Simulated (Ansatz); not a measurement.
Input file:

```yaml
crystal:
  periodic: [false, false, false]
  atoms:
    - {symbol: B, position_ang: [0.000000, 0.000000, 0.063696]}
    - {symbol: Si, position_ang: [0.000000, 0.000000, -1.817242]}
    - {symbol: Cl, position_ang: [0.000000, 0.000000, 1.753546]}
basis:
  gaussian: {orbitals: 6-31G}
total_charge: 1
magnetization: {spin_polarized: true, initial_magnetization: 1}
correlation: {method: ccsdt_q, electrons: outside_noble_gas}
accuracy: high
```

```sh
$ ansatz run in.yaml --threads 1 --pin off --events-out ev --progress --plain --max-ram 2393MiB
```

Log:

```
719 factors; integrals over basis functions are off by at most 3.4e-9 eV
mean field evaluation 1: about -21023.3658 eV, gradient 1.5e1 eV
mean field evaluation 2: about -21023.3757 eV, gradient 1.5e1 eV
mean field evaluation 4: about -21025.4629 eV, gradient 1.6e0 eV
mean field evaluation 8: about -21025.5012 eV, gradient 1.2e-3 eV
mean field evaluation 16: about -21025.5347 eV, gradient 2.3e-1 eV
mean field evaluation 32: about -21025.4915 eV, gradient 8.2e-2 eV
mean field evaluation 64: about -21025.5017 eV, gradient 1.5e-2 eV
mean field evaluation 96: about -21025.5017 eV, gradient 5.9e-9 eV
mean field evaluation 128: about -21025.5017 eV, gradient 1.1e-3 eV
mean field evaluation 160: about -21024.3177 eV, gradient 1.5e0 eV
...
cycle  45  -4.06203682 eV  change   -2.0e-8 eV  update   3.7e-8
cycle  46  -4.06203684 eV  change   -1.8e-8 eV  update   2.5e-8
cycle  47  -4.06203685 eV  change   -9.9e-9 eV  update   1.5e-8
cycle  48  -4.06203687 eV  change   -1.6e-8 eV  update   9.0e-9
cycle  49  -4.06203687 eV  change   -5.2e-9 eV  update   5.2e-9
cycle  50  -4.06203687 eV  change   -3.1e-9 eV  update   3.3e-9
cycle  51  -4.06203688 eV  change   -1.6e-9 eV  update   1.8e-9
cycle  52  -4.06203688 eV  change  -2.2e-10 eV  update   1.1e-9
cycle  53  -4.06203688 eV  change  -8.1e-10 eV  update  7.6e-10
cycle  54  -4.06203688 eV  change  -6.8e-10 eV  update  4.9e-10
perturbative correction -0.00020356 eV, -0.0000074807 hartree
Total energy: -21029.60418286 eV, -772.8236993423 hartree
```

Ran on 1 thread of Arm Neoverse V1, shared host: 18 s wall, 0.23 GiB peak host memory.
